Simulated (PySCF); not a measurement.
Working out the ionisation energy of B

B [He] 2s2 2p1 (2P) → B⁺ [He] 2s2 (1S). All numbers are calculated (PySCF 2.14, no relativity, point nucleus, in aug-cc-pVTZ with one added diffuse shell each of s, p, d, f type (6s5p4d3f, 62 functions)). Frozen: 1s2. Energies in hartree (1 hartree = 27.21139 eV):

```
            part   B (lower)  B⁺ (upper)
             UHF  -24.532177  -24.236842
CCSD correlation   -0.064939   -0.059820
             (T)   -0.001358    0.000000
```

Question: What does Hartree-Fock give?

Answer: (-24.236842) − (-24.532177) = 0.295335 hartree = 8.036 eV.

Question: What do CCSD and CCSD(T) give?

Answer: The CCSD correlation energies differ by 0.005119 hartree = 0.139 eV and the triples by 0.001358 hartree = 0.037 eV, so CCSD gives 8.175 eV and CCSD(T) 8.212 eV.

Measured between the centres of the two terms (NIST): 8.297 eV, so CCSD(T) (valence) is off by -0.085 eV.

What remains against the reference includes basis incompleteness, the frozen core and higher excitations.
